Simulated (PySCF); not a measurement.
**Spin-rotation constants: SMILES O=[Si], OSi**

Molfile (atoms numbered from 1):
```
OSi
     RDKit          3D

  2  1  0  0  0  0  0  0  0  0999 V2000
    0.7578   -0.0241    0.0569 O   0  0  0  0  0  0  0  0  0  0  0  0
   -0.7655   -0.0159    0.0471 Si  0  0  0  0  0  2  0  0  0  0  0  0
  1  2  2  0
M  RAD  1   2   3
M  END
```

Computed with GIAO B3LYP/pcSseg-0 magnetisability, rotational g tensor and spin-rotation constants, non-relativistic, gas phase in PySCF. Geometry: PBE0-D3(BJ)/def2-SVP.

Give the nuclear spin-rotation constants along the inertial axes (H = +C I·J) beside the isotropic shieldings.

Rotational constants –, 21.3999, 21.3999 GHz. A star marks the isotopologue with that one atom substituted, in its own axes.
| atom | isotope | Caa (kHz) | Cbb (kHz) | Ccc (kHz) | mean (kHz) | σ (ppm) |
| --- | --- | --- | --- | --- | --- | --- |
| O1 | 17O* | – | -19.573 | -19.573 | -19.573 | -371.6 |
| Si2 | 29Si* | – | -26.919 | -26.919 | -26.919 | 171.5 |

For the geometry as given, no vibrational averaging.
